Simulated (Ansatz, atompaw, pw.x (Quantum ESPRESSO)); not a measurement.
**W (Z = 74): does the PAW (atompaw) potential hold in the solid?**

atompaw 4.2.0.5 input, output lines left out:

```
W 74
GGA-PBE scalarrelativistic loggrid 2001 logderivrange -8 5 326
6 6 5 4 0 0
6 1 0
5 2 5
4 3 13
0 0 0
c
c
c
c
v
v
c
c
c
v
v
c
c
v
v
3
2.45 2.10 2.20 1.25
n
n
y
2.6
n
y
-2.99
n
bloechl sinc
4 -0.5 troulliermartins
```

Atomic tests: cutoffs needed: 50 Ry and 70 Ry (the cutoffs (Ry, on a coarse ladder) from which the occupation-weighted sum of valence levels, in a spherical-Bessel basis at the reference potential, stays within 10 and 1 mRy of its value at 400 Ry); ghost test: no extra level below or beside the all-electron valence levels (s, p, d, f tested) (spherical-Bessel basis up to 400 Ry, 20 bohr box); lowest eigenvalue of the overlap operator: 0.53 (s channel).

Crystal test: bcc W in pw.x 7.5, no spin, 14³ k-points, Fermi–Dirac smearing 0.01 Ry, cutoffs 85/850 Ry. The lattice is a test structure that the element need not adopt, and mesh and smearing are coarse.

pw.x input:

```
&control
  calculation='scf', prefix='x', pseudo_dir='./', outdir='./tmp', tstress=.true., disk_io='none'
/
&system
  ibrav=0, nat=1, ntyp=1, ecutwfc=85, ecutrho=850, nbnd=23,
  occupations='smearing', smearing='fd', degauss=0.01
/
&electrons
  conv_thr=1e-09, mixing_beta=0.4, electron_maxstep=70
/
ATOMIC_SPECIES
W 1.0 W.UPF
CELL_PARAMETERS angstrom
  -1.59168867 1.59168867 1.59168867
  1.59168867 -1.59168867 1.59168867
  1.59168867 1.59168867 -1.59168867
ATOMIC_POSITIONS crystal
W 0.0000 0.0000 0.0000
K_POINTS automatic
14 14 14 0 0 0
```

```bash
pw.x < W.scf.in > W.scf.out
```

Problem. How does the run end?

Solution. It converges; the pressure is 1.15 GPa against 0.30 GPa from all-electron LAPW.  The log shows:

```
     number of k points=   104  Fermi-Dirac smearing, width (Ry)=  0.0100
     iteration #  1     ecut=    85.00 Ry     beta= 0.40
     total energy              =   -1308.61520311 Ry
     estimated scf accuracy    <       0.04883800 Ry
     iteration #  2     ecut=    85.00 Ry     beta= 0.40
     total energy              =   -1308.60879496 Ry
     estimated scf accuracy    <       0.01032081 Ry
     iteration #  3     ecut=    85.00 Ry     beta= 0.40
     total energy              =   -1308.57951789 Ry
     estimated scf accuracy    <       0.00832640 Ry
     iteration #  4     ecut=    85.00 Ry     beta= 0.40
     total energy              =   -1308.58329809 Ry
     estimated scf accuracy    <       0.00006142 Ry
     [... 2 iterations left out ...]
     iteration #  7     ecut=    85.00 Ry     beta= 0.40
     c_bands:  1 eigenvalues not converged
     total energy              =   -1308.58358632 Ry
     estimated scf accuracy    <       0.00000060 Ry
     iteration #  8     ecut=    85.00 Ry     beta= 0.40
     total energy              =   -1308.58358657 Ry
     estimated scf accuracy    <       0.00000023 Ry
     iteration #  9     ecut=    85.00 Ry     beta= 0.40
     total energy              =   -1308.58358661 Ry
     estimated scf accuracy    <       0.00000003 Ry
     iteration # 10     ecut=    85.00 Ry     beta= 0.40
     the Fermi energy is    30.9512 ev
!    total energy              =   -1308.58358662 Ry
     estimated scf accuracy    <          7.8E-10 Ry
     smearing contrib. (-TS)   =      -0.00242935 Ry
     The total energy is F=E-TS. E is the sum of the following terms:
     one-electron contribution =    -485.73907921 Ry
     hartree contribution      =     141.17156255 Ry
     xc contribution           =     -47.40258271 Ry
     ewald contribution        =    -474.28456433 Ry
     one-center paw contrib.   =    -442.32649358 Ry
     convergence has been achieved in  10 iterations
          total   stress  (Ry/bohr**3)                   (kbar)     P=       11.45
     Message from routine punch:
     Nothing written, as per user request (disk_io='none')
```
